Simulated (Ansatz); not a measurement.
Basis-set extrapolation for C₄H₅NS, SMILES `Cc1cscn1` (PBE0-D4/def2-TZVP geometry, frozen core, Ansatz 0.2.0). Multiplicity 1, RHF reference.

|  | def2-TZVPP | def2-QZVPP |
| --- | --- | --- |
| HF | -606.440096 | -606.460365 |
| MP2 correlation | -1.021078 | -1.091040 |
| CCSD(T) correlation | -1.103078 | not run |

Energies in hartree. Use E(X) = E(∞) + A·exp(−7.88·√X) for Hartree–Fock and E(X) = E(∞) + B·X^(−2.97) for correlation, with X = 3 and 4, and add CCSD(T) minus MP2 of the smaller set to the MP2 limit.

Question: What is the CCSD(T) energy at the basis-set limit?

Answer: HF limit: -606.460365 + (-0.020269) × 0.13774 = -606.46316. MP2 limit: -1.091040 + (-0.069962) × 0.74074 = -1.14286. Higher-order term: -1.103078 − (-1.021078) = -0.08200. Total: -607.68802 hartree, 380.3 kJ/mol below CCSD(T)/def2-TZVPP.
